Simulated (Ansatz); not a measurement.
## Dissociation curves of HOCN (cyanic acid)

The species is HOCN (4 atoms), meant as a singlet with charge 0. SMILES: `N#CO`. The shape is that of a PBE0-D4/def2-TZVP optimisation.

```xyz
4

N    -1.3430   -0.1633    0.8844
C    -0.4319    0.0726    0.2189
O     0.5583    0.3988   -0.5411
H     1.2166   -0.3082   -0.5622
```

The C2–O3 distance is scanned; the parts on either side stay rigid. Basis STO-3G, 3 core orbitals frozen in the correlated methods; program Ansatz 0.2.0. FCI is exact within this basis and core. Energies in eV from each method's value at 1.290 Å; methods without a U are spin-restricted. The shape above is that at 1.290 Å.

| distance (Å) | PBE | PBE0 | HSE06 | B2PLYP | FCI |
| --- | --- | --- | --- | --- | --- |
| 1.290 | 0.00 | 0.00 | 0.00 | 0.00 | 0.00 |
| 1.613 | 0.82 | 1.02 | 1.02 | 0.86 | 0.58 |
| 1.935 | 2.80 | 3.28 | 3.28 | 3.00 | 2.36 |
| 2.580 | 5.59 | 6.59 | 6.56 | 5.81 | 4.01 |
| 3.225 | 6.73 | 7.98 | 7.94 | 6.07 | 4.22 |

Departure from the FCI curve at its largest: PBE +2.51 eV at 3.23 Å; PBE0 +3.76 eV at 3.23 Å; HSE06 +3.72 eV at 3.23 Å; B2PLYP +1.85 eV at 3.23 Å. Restricted functionals keep the electrons paired too, and rise too high.
